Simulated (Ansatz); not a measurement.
## Worked example: the enthalpy of formation of P2H4 (SMILES PP)

P2H4 has 6 atoms, charge 0, and is taken as a singlet. As SMILES, `PP`. The coordinates come from a PBE0-D4/def2-TZVP relaxation. This is one conformer, not always the lowest.

Total energies at BHLYP/aug-cc-pVDZ (Ansatz 0.2.0); the atoms run unrestricted:

| species | state | energy (Eh) |
| --- | --- | --- |
| P2H4 | singlet | -685.089702 |
| P | quartet | -341.267665 |
| H | doublet | -0.498078 |

Harmonic wavenumbers at PBE0-D4/def2-TZVP, in cm⁻¹: 84, 453, 626, 635, 865, 920, 1088, 1095, 2391, 2397, 2399, 2411.

Measured heats of formation of the gaseous atoms at 298.15 K, in kJ/mol: P 316.4, H 218.0. Take 1 Eh = 2625.50 kJ/mol, 1 cm⁻¹ = 0.0119627 kJ/mol, RT = 2.479 kJ/mol.

**Question.** Work out the heat of formation of the gas at 298 K.

**Answer.** 
1. Electronic atomisation energy: 2 × (-341.267665) + 4 × (-0.498078) − (-685.089702) = 0.562060 Eh = 1475.7 kJ/mol.
2. Zero-point energy: half the sum of the wavenumbers, 7682 cm⁻¹ = 91.9 kJ/mol.
3. Thermal vibrational enthalpy, Σ hcν̃/(exp(hcν̃/kT) − 1): 3.9 kJ/mol. Translation, rotation and pV of a non-linear molecule: 4 RT = 9.9 kJ/mol.
4. The 6 free atoms carry 5/2 RT each: 37.2 kJ/mol.
5. Atomisation enthalpy at 298 K: 1475.7 − 91.9 − 3.9 − 9.9 + 37.2 = 1407.2 kJ/mol.
6. Sum of the atoms' heats of formation: 1504.8 kJ/mol. Heat of formation: 1504.8 − 1407.2 = +97.6 kJ/mol.

The tabulated value is +20.9 kJ/mol (CRC Handbook of Chemistry and Physics), so this level is off by +76.7 kJ/mol, or 5.2 % of the atomisation enthalpy. Hybrids with much exact exchange underbind. Anharmonicity and any spin-orbit splitting of the molecule are left out.
